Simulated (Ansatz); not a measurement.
Cost and result for the atomization energy of C2F3O, SMILES `F[C]1OC1(F)F` radical (6 atoms, 6 bonds).

```xyz
6

F     0.892    1.437    0.998
C     0.850    0.324    0.305
O     0.197   -0.767    0.835
C    -0.280   -0.244   -0.378
F    -0.167   -1.017   -1.435
F    -1.493    0.267   -0.325
```

The species carries charge 0 and has multiplicity 2. Geometry: relaxed with PBE0-D4/def2-TZVP. Program: Ansatz. All runs use 4 threads of an Arm Neoverse V1 on a shared host. Times are those of one run each, without the atoms' runs, and a repeat can differ threefold. Electronic energies, without spin–orbit coupling; frozen cores. CCSD(T)/CBS adds CCSD(T) − MP2 in def2-TZVPP to the MP2 limit, and its time is that of the two runs behind it. T1 = 0.016; ⟨S²⟩ of the reference is 0.76.

CCSD(T)/CBS is a level of theory with its own doubt, some kJ/mol a heavy atom from the limit and from the frozen cores, so smaller differences don't rank the functionals.

```tsv
level	functions	wall time	atomization (kcal/mol)	difference from CCSD(T)/CBS	per bond
BLYP-D4/def2-TZVPP	186	1.9 s	589.4	15.4	2.6
revPBE-D4/def2-TZVPP	186	2 s	595.6	21.6	3.6
PBE-D4/def2-TZVPP (with forces)	186	2.3 s	626.5	52.5	8.7
BHLYP-D4/def2-TZVPP	186	3.1 s	527.6	-46.4	-7.7
CAM-B3LYP-D4/def2-TZVPP	186	3.2 s	582.9	8.9	1.5
r2SCAN-D4/def2-TZVPP (with forces)	186	5 s	591.0	17.0	2.8
B97M-V/def2-TZVPP	186	7.5 s	580.5	6.5	1.1
ωB97X-V/def2-TZVPP	186	7.5 s	583.1	9.1	1.5
ωB97M-V/def2-TZVPP (with forces)	186	10 s	581.3	7.3	1.2
CCSD(T)/def2-SVP	84	13 s	543.4	-30.6	-5.1
MP2/def2-QZVPP	342	16 s	603.9	29.9	5.0
CCSD(T)/def2-TZVPP	186	5.4 min	554.5	-19.5	-3.2
CCSD(T)/CBS(def2)	–	5.6 min	574.0	0.0	0.0
```

From r2SCAN to r2SCAN0 (25 % exact exchange), in def2-TZVPP and without D4, the atomization energy moves by −28.8 kcal/mol: exact exchange takes away binding that semilocal exchange gives to molecules. In def2-TZVPP, CCSD(T) changes the Hartree–Fock value by +203.3 kcal/mol (the triples alone add +18.2 kcal/mol) and MP2 by +241.1 kcal/mol; breaking electron pairs costs correlation energy, which Hartree–Fock lacks. Leaving LDA and LC-ωPBE aside and taking each functional with its dispersion term where it has one, the values spread over 98.9 kcal/mol, from BHLYP-D4 to PBE-D4. LDA lies +116.1 kcal/mol from PBE without D4, its usual overbinding.
